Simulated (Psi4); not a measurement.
# C2HF2 (SMILES [CH]=C(F)F): UTPSSh/aug-cc-pVDZ

What is the vertical ionisation energy of C2HF2 at UTPSSh/aug-cc-pVDZ? 

Program for the calculation: Psi4 1.11.

5 further runs of the same task are left out: 4 that didn't finish, 1 set aside as unsound or not needed.

### 1 The molecule

C2HF2: 5 atoms, total charge 0, spin state doublet. SMILES: `[CH]=C(F)F`. Geometry: relaxed at PBE0-D4/def2-TZVP.

Bond lengths: C1–C2 1.301 Å, C2–F3 1.313 Å, C2–F4 1.320 Å, C1–H5 1.072 Å. Angles: C1–C2–F3 125.0°, C1–C2–F4 125.4°, F3–C2–F4 109.6°, C2–C1–H5 140.6°.

### 2 Energy and forces at UTPSSh/aug-cc-pVDZ

File calc.py:

```python
import psi4

psi4.set_memory(1600000000)
psi4.set_num_threads(1)
psi4.set_output_file('psi4.out', False)

m = psi4.geometry("""
0 2
C     -0.028200     0.912700    -0.014900
C      0.163600    -0.366100     0.124600
F      1.043800    -0.911700     0.932500
F     -0.492600    -1.313200    -0.520300
H     -0.636600     1.604500    -0.563400
symmetry c1
""")

psi4.set_options({
    'basis': 'aug-cc-pVDZ',
    'reference': 'uks',
    'puream': True,
    'e_convergence': 1e-09,
    'd_convergence': 1e-08,
    'scf_type': 'pk',
    'dft_radial_points': 99,
    'dft_spherical_points': 590,
    'maxiter': 100,
})

E, wfn = psi4.gradient('tpssh', return_wfn=True)
psi4.oeprop(wfn, 'DIPOLE', 'WIBERG_LOWDIN_INDICES', 'MULLIKEN_CHARGES')
print('gradient / Eh bohr^-1')
print(E.np.round(6))
print(f'energy = {wfn.energy():.10f} Eh')
```

Run with:

```sh
$ python calc.py
```

psi4.out (excerpt; [...] marks lines left out):

```text
[...]
  Running in c1 symmetry.
[...]
  Nuclear repulsion =  109.976039922827638
[...]
  Multiplicity = 2
[...]
  Nalpha       = 16
  Nbeta        = 15
[...]
    Number of basis functions: 101
[...]
   @UKS iter   1:  -276.24015165176837   -2.13572e-01   5.45249e-03 DIIS/ADIIS
[...]
   @UKS iter  15:  -276.40991289150634   -2.72848e-12   3.68056e-09 DIIS
[...]
   @S^2 Observed:                7.626940188E-01
[...]
    Orbital Energies [Eh]
    ---------------------
    Alpha Occupied:
       1A    -24.676186     2A    -24.675308     3A    -10.304695
       4A    -10.174058     5A     -1.284888     6A     -1.224848
       7A     -0.784155     8A     -0.631878     9A     -0.573991
      10A     -0.525933    11A     -0.512724    12A     -0.438278
      13A     -0.434020    14A     -0.417238    15A     -0.284587
      16A     -0.274556
    Alpha Virtual:
      17A     -0.008666    18A     -0.005171    19A      0.025977
      20A      0.047236    21A      0.057605    22A      0.061897
      23A      0.078910    24A      0.093616    25A      0.096222
[...]
  @UKS Final Energy:  -276.40991289150634
   => Energetics <=
    Nuclear Repulsion Energy =            109.9760399228276384
    One-Electron Energy =                -598.8652509005364664
    Two-Electron Energy =                 241.4886343232843444
    DFT Exchange-Correlation Energy =     -29.0093362370818149
    Empirical Dispersion Energy =           0.0000000000000000
    VV10 Nonlocal Energy =                  0.0000000000000000
    Total Energy =                       -276.4099128915063375
[...]
  -Total Gradient:
     Atom            X                  Y                   Z
    ------   -----------------  -----------------  -----------------
       1       -0.001065027255    -0.013168403605    -0.001412010203
       2        0.001150739595    -0.005822950229     0.000891403615
       3       -0.013218518835     0.008153974542    -0.012132319731
       4        0.009802583422     0.014424540908     0.009643898978
       5        0.003335311904    -0.003605841178     0.003013207118
[...]
 Multipole Moments:
 ------------------------------------------------------------------------------------
     Multipole            Electronic (a.u.)      Nuclear  (a.u.)        Total (a.u.)
 ------------------------------------------------------------------------------------
 L = 1.  Multiply by 2.5417464519 to convert [e a0] to [Debye]
 Dipole X            :          0.7255020           -0.9441848           -0.2186828
 Dipole Y            :         -2.6953165            3.0893831            0.3940666
 Dipole Z            :          0.5951772           -0.7877571           -0.1925799
 Magnitude           :                                                    0.4900997
[...]
  Mulliken Charges: (a.u.)
   Center  Symbol    Alpha    Beta     Spin     Total
       1     C     3.66344  2.52747  1.13596 -0.19091
       2     C     2.26679  2.43156 -0.16477  1.30165
       3     F     4.68445  4.68249  0.00196 -0.36694
       4     F     4.70732  4.67708  0.03023 -0.38440
       5     H     0.67801  0.68140 -0.00339 -0.35941
   Total alpha = 16.00000, Total beta = 15.00000, Total charge =  0.00000
  Wiberg Bond Indices using Orthogonal Lowdin Orbitals:
  Total Bond Index:
[...]
```

On the terminal:

```text
gradient / Eh bohr^-1
[[-0.001065 -0.013168 -0.001412]
 [ 0.001151 -0.005823  0.000891]
 [-0.013219  0.008154 -0.012132]
 [ 0.009803  0.014425  0.009644]
 [ 0.003335 -0.003606  0.003013]]
energy = -276.4099128915 Eh
```

Wall time 3 min (1 thread of Intel Xeon Platinum 8259CL at 2.50GHz (Skylake/Cascade Lake), shared host); peak memory 0.75 GiB.

### 3 The singlet cation, same level

File run.py:

```python
import psi4

psi4.set_memory(1600000000)
psi4.set_num_threads(1)
psi4.set_output_file('output.dat', False)

m = psi4.geometry("""
1 1
C
C 1 1.300606
F 2 1.313443 1 124.97595
F 2 1.320414 1 125.42075 3 179.99785
H 1 1.072189 2 140.61985 3 -179.99931
symmetry c1
no_reorient
no_com
""")

psi4.set_options({
    'puream': True,
    'e_convergence': 1e-09,
    'd_convergence': 1e-08,
    'scf_type': 'pk',
    'dft_radial_points': 99,
    'dft_spherical_points': 590,
})

e, wfn = psi4.gradient('tpssh/aug-cc-pVDZ', return_wfn=True)
print('gradient / Eh bohr^-1')
print(e.np.round(6))
print(f'energy = {wfn.energy():.10f} Eh')
```

Run with:

```sh
$ python run.py
```

output.dat (excerpt; [...] marks lines left out):

```text
[...]
  Running in c1 symmetry.
[...]
  Nuclear repulsion =  109.976061309616227
[...]
  Multiplicity = 1
[...]
  Nalpha       = 15
  Nbeta        = 15
[...]
    Number of basis functions: 101
[...]
   @RKS iter   1:  -275.96212041593725    6.44605e-02   2.65589e-03 ADIIS/DIIS
[...]
   @RKS iter  11:  -275.99698356730096   -8.41283e-12   6.32234e-09 DIIS
[...]
    Orbital Energies [Eh]
    ---------------------
    Doubly Occupied:
       1A    -24.969804     2A    -24.950224     3A    -10.626705
       4A    -10.573087     5A     -1.560377     6A     -1.497509
       7A     -1.108370     8A     -0.908920     9A     -0.853568
      10A     -0.830795    11A     -0.788419    12A     -0.714134
      13A     -0.699118    14A     -0.681538    15A     -0.583727
[...]
  @RKS Final Energy:  -275.99698356730096
   => Energetics <=
    Nuclear Repulsion Energy =            109.9760613096162274
    One-Electron Energy =                -589.6412562525659951
    Two-Electron Energy =                 232.3185977922152290
    DFT Exchange-Correlation Energy =     -28.6503864165664126
    Empirical Dispersion Energy =           0.0000000000000000
    VV10 Nonlocal Energy =                  0.0000000000000000
    Total Energy =                       -275.9969835673009584
[...]
 Multipole Moments:
 ------------------------------------------------------------------------------------
     Multipole            Electronic (a.u.)      Nuclear  (a.u.)        Total (a.u.)
 ------------------------------------------------------------------------------------
 L = 1.  Multiply by 2.5417464519 to convert [e a0] to [Debye]
 Dipole X            :         -0.0000093           -0.0000187           -0.0000280
 Dipole Y            :         -0.4923968            0.6481851            0.1557882
 Dipole Z            :          1.1561765           -3.2613163           -2.1051398
 Magnitude           :                                                    2.1108964
[...]
  -Total Gradient:
     Atom            X                  Y                   Z
    ------   -----------------  -----------------  -----------------
       1       -0.000001498864    -0.057516761867    -0.005925902126
       2       -0.000003003072     0.042500838883    -0.088194161720
       3        0.000001858799    -0.005860706354     0.020300019139
       4        0.000001395148     0.005766409738     0.035962880865
       5        0.000001247486     0.015107526805     0.037877592034
[...]
```

The script printed:

```text
gradient / Eh bohr^-1
[[-1.0000e-06 -5.7517e-02 -5.9260e-03]
 [-3.0000e-06  4.2501e-02 -8.8194e-02]
 [ 2.0000e-06 -5.8610e-03  2.0300e-02]
 [ 1.0000e-06  5.7660e-03  3.5963e-02]
 [ 1.0000e-06  1.5108e-02  3.7878e-02]]
energy = -275.9969835673 Eh
```

Run time: 1.7 min. Hardware: 1 thread of Intel Xeon Platinum 8259CL at 2.50GHz (Skylake/Cascade Lake), shared host; peak memory 0.74 GiB.

### 4 What came out

Level: UTPSSh/aug-cc-pVDZ.

| quantity | value |
| --- | --- |
| doublet C2HF2: total energy | -276.40991 Eh |
| doublet C2HF2: dipole moment | 1.25 D |
| doublet C2HF2: HOMO energy (highest over α and β) | -7.06 eV |
| doublet C2HF2: LUMO energy (lowest over α and β) | -3.66 eV |
| doublet C2HF2: ⟨S²⟩ | 0.763 |
| doublet C2HF2: largest force on an atom | 1.025 eV/Å |
| singlet cation: total energy | -275.99698 Eh |
| singlet cation: HOMO energy | -15.88 eV |
| singlet cation: LUMO energy | -14.41 eV |
| singlet cation: HOMO–LUMO gap | 1.47 eV |
| singlet cation: largest force on an atom | 5.034 eV/Å |
| vertical ionisation energy (to the singlet cation) | 11.236 eV |

What this shows: The vertical ionisation energy comes to 11.24 eV (259 kcal/mol). The largest force (doublet C2HF2) is 1.02 eV/Å: the shape isn't a stationary point for this species at this level. Only the singlet of the ionised species was computed; a triplet could lie lower.
